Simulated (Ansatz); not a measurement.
# SiH₃O+ (SMILES O[SiH2+]): one structure at several levels

An exercise on one series of results from a longer session: the logs are not shown, and one member is left open.

Method: single points in def2-TZVPP; program: Ansatz 0.2.0, Gaussian basis.

Correlated methods freeze the cores. B3LYP uses VWN-RPA correlation.

## Where the work starts

SMILES `O[SiH2+]`, 5 atoms, charge 1, spin multiplicity 1.

Atoms are counted from 1 here; the program's logs count them from 0.

Bond lengths: O1–Si2 1.552 Å, O1–H3 0.971 Å, Si2–H4 1.469 Å, Si2–H5 1.449 Å. Angles: Si2–O1–H3 152.9°, O1–Si2–H4 109.0°, O1–Si2–H5 120.0°, H4–Si2–H5 130.9°.

As a file:

```xyz
5
charge 1, multiplicity 1
O     0.36590   -0.80650    0.47180
Si   -0.26320    0.38060   -0.30470
H     1.01280   -1.19260    1.08420
H    -1.47800   -0.08370   -0.98800
H     0.34040    1.69550   -0.23070
```

The first run:

File run/in.yaml:

```yaml
crystal:
  periodic: [false, false, false]
  atoms:
    - {symbol: O, position_ang: [0.365900, -0.806500, 0.471800]}
    - {symbol: Si, position_ang: [-0.263200, 0.380600, -0.304700]}
    - {symbol: H, position_ang: [1.012800, -1.192600, 1.084200]}
    - {symbol: H, position_ang: [-1.478000, -0.083700, -0.988000]}
    - {symbol: H, position_ang: [0.340400, 1.695500, -0.230700]}
basis:
  gaussian: {orbitals: def2-TZVPP}
total_charge: 1
correlation: {method: ccsd_t}
output: {forces: true}
```

No record of the launch command was kept for these runs.

Among the steps run: CCSD(T)/def2-TZVPP; PBE0-D4/def2-TZVPP; wB97M-V/def2-TZVPP; r2SCAN-D4/def2-TZVPP; PBE-D4/def2-TZVPP; CAM-B3LYP-D4/def2-TZVPP; B3LYP-D4/def2-TZVPP.

One of the session's tables, all rows but one given; the rest of the session is left out.

```
      method  RMS force component (eV/Å)  angle to CCSD(T) forces (°)
     CCSD(T)                       0.354                    reference
     PBE0-D4                       0.371                         16.7
     wB97M-V                       0.323                          8.4
   r2SCAN-D4                       0.343                         13.2
      PBE-D4                           ?                            ?
CAM-B3LYP-D4                       0.339                         21.0
    B3LYP-D4                       0.321                          7.2
```

Estimate the missing values for PBE-D4.

**Answer.** RMS force component (eV/Å): 0.321; angle to CCSD(T) forces (°): 36.1.
